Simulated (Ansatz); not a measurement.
**ClH4PSi: rigid torsion scan, by script**

Aim: a rigid torsion scan, for ClH4PSi, run from a script. SMILES: P[SiH2]Cl.

Program: Ansatz 0.2.0 through its Python package. Level of theory: r2SCAN0/def2-SVP. These are calculated values, not measurements.

## (1) The structure

Bond lengths: P1–Si2 2.153 Å, Si2–Cl3 2.032 Å, P1–H4 1.391 Å, P1–H5 1.454 Å, Si2–H6 1.497 Å, Si2–H7 1.500 Å. Angles: P1–Si2–Cl3 107.7°, P1–Si2–H6 111.1°, P1–Si2–H7 110.2°, Cl3–Si2–H6 109.6°, Cl3–Si2–H7 108.3°, H6–Si2–H7 109.9°, Si2–P1–H4 97.5°, Si2–P1–H5 98.7°, H4–P1–H5 93.0°.

The script holds or builds the structure itself.

## (2) The code

Contents of clh4psi.py:

```python
'''Rigid torsion scan of ClH4PSi.'''

import ansatz as az
from ase import Atoms

BASIS = 'def2-SVP'
FUNCTIONAL = 'r2scan0'
FMAX = 0.02


def main() -> None:
    atoms = Atoms(['P', 'Si', 'Cl', 'H', 'H', 'H', 'H'], positions=[
        (-1.392, 0.1557, -0.2672),
        (0.6184, -0.0291, 0.4818),
        (0.7921, -1.8637, 1.338),
        (-1.2721, -0.735, -1.3286),
        (-1.2019, 1.3176, -1.1203),
        (0.915, 1.029, 1.4983),
        (1.6017, 0.0575, -0.6477),
    ])

    # start the scan from a relaxed geometry
    first = az.Crystal.molecule_from_ase(atoms).calculation()
    first = first.basis(gaussian=BASIS).functional(FUNCTIONAL)
    first = first.relax(force_tolerance=FMAX, max_steps=80)
    atoms.positions = first.run(threads=1, pin='off').report['positions_ang']

    start = atoms.get_dihedral(2, 1, 0, 3)
    energies = {}
    for turn in range(0, 360, 30):
        turned = atoms.copy()
        turned.set_dihedral(2, 1, 0, 3, start + turn, indices=[0, 3, 4])
        job = az.Crystal.molecule_from_ase(turned).calculation().basis(gaussian=BASIS).functional(FUNCTIONAL)
        energies[round((start + turn) % 360)] = job.run(threads=1, pin='off').report['free_energy_ev']
    floor = min(energies.values())
    print('dihedral Cl2-Si1-P0-H3 (deg)   E - E(min) (eV)')
    for angle, e in sorted(energies.items()):
        print(f'{angle:8d} {(e - floor):14.3f}  ' + '#' * int(30 * (e - floor) / max(max(energies.values()) - floor, 1e-9)))


if __name__ == '__main__':
    main()
```

## (3) The input behind the calls

The package turns the script's settings into the engine's input (first run):

```yaml
crystal:
  periodic: [false, false, false]
  atoms:
    - { symbol: P, position_ang: [-1.392, 0.1557, -0.2672] }
    - { symbol: Si, position_ang: [0.6184, -0.0291, 0.4818] }
    - { symbol: Cl, position_ang: [0.7921, -1.8637, 1.338] }
    - { symbol: H, position_ang: [-1.2721, -0.735, -1.3286] }
    - { symbol: H, position_ang: [-1.2019, 1.3176, -1.1203] }
    - { symbol: H, position_ang: [0.915, 1.029, 1.4983] }
    - { symbol: H, position_ang: [1.6017, 0.0575, -0.6477] }
basis:
  gaussian:
    orbitals: def2-SVP
hamiltonian:
  xc: r2scan0
relax:
  f_tol: 0.02
  max_steps: 80
```

## (4) Running it

Command:

```bash
> python clh4psi.py
```

The log of the run:

```text
dihedral Cl2-Si1-P0-H3 (deg)   E - E(min) (eV)
      15          0.046  ###############
      45          0.000
      75          0.037  ############
     105          0.088  ##############################
     135          0.067  ######################
     165          0.038  ############
     195          0.061  ####################
     225          0.079  ###########################
     255          0.046  ###############
     285          0.017  #####
     315          0.049  ################
     345          0.085  #############################
```

Wall time 69 s (1 thread of Intel Xeon Platinum 8259CL at 2.50GHz (Skylake/Cascade Lake), shared host); peak memory 0.24 GiB.

Lines on the test bed's own set-up are left out of the output.

## (5) The relaxation of run 0, step by step

The steps of the relaxation:

```
step  E - E(step 1) (eV)  largest force component (eV/Å)
   1              0.0000                          1.8668
   2             -0.1025                          0.4579
   3             -0.1440                          0.2013
   4             -0.1459                          0.0564
   5             -0.1463                          0.0281
   6             -0.1465                          0.0091
```

Step 1 is the start.

Before: Bond lengths: P1–Si2 2.153 Å, Si2–Cl3 2.032 Å, P1–H4 1.391 Å, P1–H5 1.454 Å, Si2–H6 1.497 Å, Si2–H7 1.500 Å. Angles: P1–Si2–Cl3 107.7°, P1–Si2–H6 111.1°, P1–Si2–H7 110.2°, Cl3–Si2–H6 109.6°, Cl3–Si2–H7 108.3°, H6–Si2–H7 109.9°, Si2–P1–H4 97.5°, Si2–P1–H5 98.7°, H4–P1–H5 93.0°.

After: Bond lengths: P1–Si2 2.250 Å, Si2–Cl3 2.067 Å, P1–H4 1.422 Å, P1–H5 1.425 Å, Si2–H6 1.483 Å, Si2–H7 1.484 Å. Angles: P1–Si2–Cl3 107.6°, P1–Si2–H6 109.0°, P1–Si2–H7 114.0°, Cl3–Si2–H6 108.7°, Cl3–Si2–H7 107.8°, H6–Si2–H7 109.6°, Si2–P1–H4 93.2°, Si2–P1–H5 92.5°, H4–P1–H5 93.8°.

Run 0 is this relaxation; the runs after it count from 1.

## (6) The runs side by side

One row for each of the 12 runs:

| run | turn (°) | energy from run 5 (eV) | SCF cycles | CPU time (s) |
| --- | --- | --- | --- | --- |
| 1 | 0 | 0.0171 | 14 | 3.6 |
| 2 | 30 | 0.0495 | 14 | 3.4 |
| 3 | 60 | 0.0854 | 14 | 3.3 |
| 4 | 90 | 0.0463 | 14 | 3.3 |
| 5 | 120 | 0.0000 | 14 | 3.4 |
| 6 | 150 | 0.0371 | 14 | 3.4 |
| 7 | 180 | 0.0877 | 14 | 3.6 |
| 8 | 210 | 0.0670 | 14 | 3.4 |
| 9 | 240 | 0.0380 | 14 | 3.2 |
| 10 | 270 | 0.0606 | 14 | 3.2 |
| 11 | 300 | 0.0794 | 14 | 3.6 |
| 12 | 330 | 0.0458 | 14 | 3.3 |

## (7) Summary of results

| quantity | value |
| --- | --- |
| runs compared | 12 |
| range of energy | 0.088 eV |
| lowest point, turn (°) | 120 |

The lowest point is at 45° and the highest at 105°, 0.088 eV (8.5 kJ/mol) above it, with the rest of the molecule held. Run 0: The relaxation took 5 moves; the largest shift is 0.094 Å, of atom 1 (P). The scan is rigid and the energies are electronic, in a modest basis. With rigid groups the curve can differ much from the relaxed path, the start wasn't checked as a minimum of this torsion, and equivalent turns needn't return to the same energy.
